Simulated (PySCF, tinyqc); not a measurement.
Inside a calculation (part 2 of 2). Method: RHF in the sto-6g basis, for HF, spin multiplicity 1. The lowest restricted solution is unstable here: a spin-polarised one lies 0.0028 hartree lower (PySCF). Computed by tinyqc, a small Python program that keeps every step (integrals from PySCF). Command: `OMP_NUM_THREADS=1 python tinyqc.py 31455 31456 out.jsonl` (the two numbers bound the seeds that draw the settings). One thread of a shared host (Intel(R) Xeon(R) Processor @ 2.60GHz), about 0.08 s of CPU time with the checks.

Geometry (angstrom):
```
atom         x         y         z
F     0.000000  0.000000  0.000000
H     0.000000  0.000000  1.251000
```

## Iteration 3: diagonalisation and new density

extrapolated F (hartree):
```
             1F 1s      1F 2s     1F 2px     1F 2py     1F 2pz      2H 1s
1F 1s   -26.252498  -6.370163  -0.002860   0.002486  -0.012061  -0.647364
1F 2s    -6.370163  -2.887191  -0.000369   0.000321  -0.026825  -0.618695
1F 2px   -0.002860  -0.000369  -0.456924  -0.011510   0.058342  -0.029368
1F 2py    0.002486   0.000321  -0.011510  -0.460158  -0.050720   0.025531
1F 2pz   -0.012061  -0.026825   0.058342  -0.050720  -0.241239  -0.414726
2H 1s    -0.647364  -0.618695  -0.029368   0.025531  -0.414726  -0.277382
```

X:
```
            1F 1s      1F 2s    1F 2px    1F 2py     1F 2pz      2H 1s
1F 1s    1.021513  -0.123596  0.000000  0.000000  -0.002749   0.013093
1F 2s   -0.123596   1.050913  0.000000  0.000000   0.025288  -0.145256
1F 2px   0.000000   0.000000  1.000000  0.000000   0.000000   0.000000
1F 2py   0.000000   0.000000  0.000000  1.000000   0.000000   0.000000
1F 2pz  -0.002749   0.025288  0.000000  0.000000   1.021454  -0.123715
2H 1s    0.013093  -0.145256  0.000000  0.000000  -0.123715   1.050291
```

Diagonalise F' = X^T F X, C = X C', fill 5 alpha and 5 beta electrons from the bottom; D = 2 C_occ C_occ^T. Each column has its largest component positive (the first on a tie).

F' = X^T F X (hartree):
```
            1          2          3          4          5          6
1  -25.845074  -3.168738  -0.003421   0.002974  -0.025548  -0.061538
2   -3.168738  -1.773544   0.005707  -0.004961   0.049547  -0.301479
3   -0.003421   0.005707  -0.456924  -0.011510   0.063226  -0.038047
4    0.002974  -0.004961  -0.011510  -0.460158  -0.054965   0.033076
5   -0.025548   0.049547   0.063226  -0.054965  -0.150176  -0.398585
6   -0.061538  -0.301479  -0.038047   0.033076  -0.398585  -0.073040
```

orbital energies (hartree): MO1 -26.255610, MO2 -1.426923, MO3 -0.506225, MO4 -0.470164, MO5 -0.437866, MO6 0.337873

coefficients C:
```
              MO1        MO2        MO3       MO4        MO5        MO6
1F 1s    0.997227  -0.245615   0.034121  0.000000   0.028654   0.046588
1F 2s    0.011835   1.001269  -0.185854  0.000000  -0.160410  -0.280144
1F 2px   0.000107   0.000586  -0.406331  0.656085   0.629717  -0.088906
1F 2py  -0.000093  -0.000509   0.353242  0.754687  -0.547442   0.077290
1F 2pz   0.000849   0.026367   0.633718  0.000000   0.302728  -0.751920
2H 1s   -0.001750   0.083267   0.437378  0.000000   0.406530   0.881014
```

D after iteration 3:
```
            1F 1s      1F 2s     1F 2px     1F 2py     1F 2pz      2H 1s
1F 1s    2.113548  -0.490126   0.008284  -0.007202   0.049336   0.008751
1F 2s   -0.490126   2.125906  -0.049813   0.043305  -0.279859  -0.126297
1F 2px   0.008284  -0.049813   1.984192   0.013743  -0.133700   0.156654
1F 2py  -0.007202   0.043305   0.013743   1.988053   0.116232  -0.136187
1F 2pz   0.049336  -0.279859  -0.133700   0.116232   0.987877   0.804872
2H 1s    0.008751  -0.126297   0.156654  -0.136187   0.804872   0.727004
```

## Iteration 9 (converged): orbitals

converged F (hartree):
```
             1F 1s      1F 2s     1F 2px     1F 2py     1F 2pz      2H 1s
1F 1s   -26.260734  -6.371882   0.000000   0.000000  -0.014406  -0.647695
1F 2s    -6.371882  -2.887694   0.000000   0.000000  -0.023411  -0.625917
1F 2px    0.000000   0.000000  -0.472180   0.000000   0.000002  -0.000001
1F 2py    0.000000   0.000000   0.000000  -0.472180  -0.000001   0.000001
1F 2pz   -0.014406  -0.023411   0.000002  -0.000001  -0.225295  -0.424110
2H 1s    -0.647695  -0.625917  -0.000001   0.000001  -0.424110  -0.288327
```

As before.

F' = X^T F X (hartree):
```
            1          2          3          4          5          6
1  -25.853213  -3.169752   0.000000   0.000000  -0.028673  -0.060557
2   -3.169752  -1.771542   0.000000   0.000000   0.056101  -0.308814
3    0.000000   0.000000  -0.472180   0.000000   0.000002  -0.000001
4    0.000000   0.000000   0.000000  -0.472180  -0.000002   0.000001
5   -0.028673   0.056101   0.000002  -0.000002  -0.131102  -0.410257
6   -0.060557  -0.308814  -0.000001   0.000001  -0.410257  -0.080111
```

orbital energies (hartree): MO1 -26.263843, MO2 -1.428225, MO3 -0.489224, MO4 -0.472180, MO5 -0.472180, MO6 0.345324

coefficients C:
```
              MO1        MO2        MO3       MO4        MO5        MO6
1F 1s    0.997230  -0.245233   0.045272  0.000000   0.000002   0.047839
1F 2s    0.011824   0.999087  -0.248779  0.000000  -0.000013  -0.285005
1F 2px   0.000000   0.000000  -0.000038  0.656083   0.754688  -0.000002
1F 2py   0.000000   0.000000   0.000033  0.754688  -0.656083   0.000002
1F 2pz   0.000938   0.023830   0.688012  0.000000   0.000032  -0.765109
2H 1s   -0.001759   0.089640   0.597637  0.000000   0.000033   0.880045
```

D after iteration 9:
```
            1F 1s      1F 2s     1F 2px     1F 2py     1F 2pz      2H 1s
1F 1s    2.113312  -0.488960   0.000000   0.000000   0.052480   0.006639
1F 2s   -0.488960   2.120411  -0.000001   0.000001  -0.294688  -0.118284
1F 2px   0.000000  -0.000001   2.000000   0.000000  -0.000004   0.000004
1F 2py   0.000000   0.000001   0.000000   2.000000   0.000003  -0.000004
1F 2pz   0.052480  -0.294688  -0.000004   0.000003   0.947858   0.826631
2H 1s    0.006639  -0.118284   0.000004  -0.000004   0.826631   0.730416
```

Within a degenerate level the vectors are fixed only up to a rotation; this is one choice.

## Convergence

Stop when the energy changes by less than 1e-08 hartree and every element of the error matrix X^T (F D S - S D F) X is below 3e-05.

Course of the cycle:
```
iteration   E (hartree)     change  largest element of the error matrix
1          -96.91247817          -                             5.71e+00
2          -99.01656236  -2.10e+00                             4.97e-01
3          -99.41559873  -3.99e-01                             5.78e-02
4          -99.42696519  -1.14e-02                             3.59e-02
5          -99.43394634  -6.98e-03                             1.36e-02
6          -99.43497399  -1.03e-03                             1.86e-03
7          -99.43499431  -2.03e-05                             4.10e-04
8          -99.43499440  -9.18e-08                             1.16e-04
9          -99.43499441  -7.64e-09                             3.21e-06
```

PySCF RHF in the same basis = -99.43499441 hartree

Converged in 9 iterations.

## Populations, bond orders and dipole

overlap S:
```
           1F 1s     1F 2s    1F 2px    1F 2py    1F 2pz     2H 1s
1F 1s   1.000000  0.232479  0.000000  0.000000  0.000000  0.023374
1F 2s   0.232479  1.000000  0.000000  0.000000  0.000000  0.262703
1F 2px  0.000000  0.000000  1.000000  0.000000  0.000000  0.000000
1F 2py  0.000000  0.000000  0.000000  1.000000  0.000000  0.000000
1F 2pz  0.000000  0.000000  0.000000  0.000000  1.000000  0.228146
2H 1s   0.023374  0.262703  0.000000  0.000000  0.228146  1.000000
```

Mulliken: Z minus the diagonal of D S on the atom; Loewdin: the same with S^(1/2) D S^(1/2); Mayer order: 2 sum_s sum (D(s) S)_ij (D(s) S)_ji over the two atoms.

Charges (e):
```
atom   Mulliken    Loewdin
1F    -0.111910  -0.093871
2H     0.111910   0.093871
```

Mayer bond orders:
```
pair     order
2-1   0.987476
```

dipole moment about the origin, x y z (debye): 0.000000  0.000000  1.073100
